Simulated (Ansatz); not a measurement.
Reaction (SMILES): FOF + H+ → [OH+](F)F
B3LYP-D3(BJ)/def2-TZVP geometries, fixed; electronic energies without zero-point terms; positive where energy is released.

Basis-set convergence of the proton affinity at HF with Ansatz (an electronic-structure program). Cartesian d functions, on some or all atoms, in 6-31G*; all else is spherical. A restricted Hartree-Fock determinant is unstable towards unrestricted orbitals. The proton sits at the site shown, which need not be the one that binds it best. No added dispersion term, no relativity. Functions are those of the species that has most. Reference: the value in pcseg-4, 114.89 kcal/mol, itself unsure by roughly 0.05 kcal/mol (its mean distance from aug-pcseg-3, aug-cc-pVQZ, cc-pV5Z). Deviations are taken from unrounded values.

```
basis              functions  proton affinity (kcal/mol)  minus reference (kcal/mol)
-----------------  ---------  --------------------------  --------------------------
pcseg-0                   29                       88.79                      -26.10
6-31G*                    47                      109.95                       -4.94
cc-pVDZ                   47                      109.91                       -4.98
def2-SVP                  47                      109.69                       -5.20
cc-pVTZ                  104                      114.45                       -0.44
def2-TZVPD               129                      113.73                       -1.16
6-311++G(3df,3pd)        135                      114.14                       -0.74
aug-pcseg-2              161                      114.47                       -0.42
pcseg-4                  364                      114.89                        0.00
```

The smallest set listed that lies within 2 kcal/mol of the reference with all its larger relatives (same family, alike in diffuse functions; a set with none counts only in the reference's own line) is cc-pVTZ (104 functions, -0.44 kcal/mol off). Inside, with no larger relative to test it: 6-311++G(3df,3pd). (Relatives not listed, tested too: def2-TZVPPD -0.45, cc-pVQZ 0.05, def2-QZVPPD -0.09, aug-pcseg-3 -0.03, cc-pV5Z 0.08 kcal/mol.)
